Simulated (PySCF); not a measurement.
## Ionisation energy of C by level of theory

C [He] 2s2 2p2 (3P) → C⁺ [He] 2s2 2p1 (2P), as a difference of total energies. Computed with PySCF 2.14 in Sapporo-DZP-2012, with scalar relativity by spin-free X2C-1e. Correlated levels: valence: 1s2 frozen. The calculations carry no spin-orbit coupling.

```csv
method,ionisation energy (eV)
UHF,10.784
TPSS,11.413
MP2 (valence),11.122
SCS-MP2 (valence),11.008
CCSD (valence),11.017
```

**Question.** Estimate what CCSD(T) (valence) gives.

**Answer.** 11.027 eV, closest to CCSD (valence) among the rows shown.

**Question.** Estimate what M06-2X gives.

**Answer.** 11.267 eV, closest to MP2 (valence) among the rows shown.

Errors of the correlated levels include the incompleteness of this basis and the frozen core.

For comparison: 11.262 eV (measured; NIST levels, between the centres of gravity of the two terms).
